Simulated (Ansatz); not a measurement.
CH₄AlCl (`[CH3][AlH][Cl]`). Charge 0, multiplicity 1. All single points use the PBE0-D4/def2-TZVP geometry.

```xyz
7

C    -0.620   -0.493    0.504
Al    0.554    0.556   -0.626
Cl    2.591    0.728   -0.122
H    -1.441    0.125    0.882
H    -0.100   -0.928    1.359
H    -1.080   -1.306   -0.066
H     0.097    1.317   -1.932
```

(1) What is the dipole moment at B3LYP/def2-TZVPP? (An estimate is asked.)

(2) And with PBE, r2SCAN, ωB97M-V? (Best estimate.)

(3) Give the Mulliken charges with B3LYP, ωB97M-V, r2SCAN in def2-TZVPP. (Best estimate.)

## Answers

(1) Computed: 1.81 D, with components (-1.72, -0.54, 0.17) D in this frame, pointing from negative to positive charge.

(2) Computed: PBE 1.78 D, r2SCAN 1.82 D, ωB97M-V 1.81 D.

(3) Computed: 
| atom | B3LYP | ωB97M-V | r2SCAN |
| --- | --- | --- | --- |
| C1 | -0.44 | -0.51 | -0.39 |
| Al2 | 0.55 | 0.52 | 0.60 |
| Cl3 | -0.27 | -0.25 | -0.28 |
| H4 | 0.10 | 0.11 | 0.07 |
| H5 | 0.11 | 0.12 | 0.08 |
| H6 | 0.10 | 0.11 | 0.07 |
| H7 | -0.14 | -0.11 | -0.16 |

B3LYP here is the variant with VWN-RPA as its local correlation; programs differ in this.
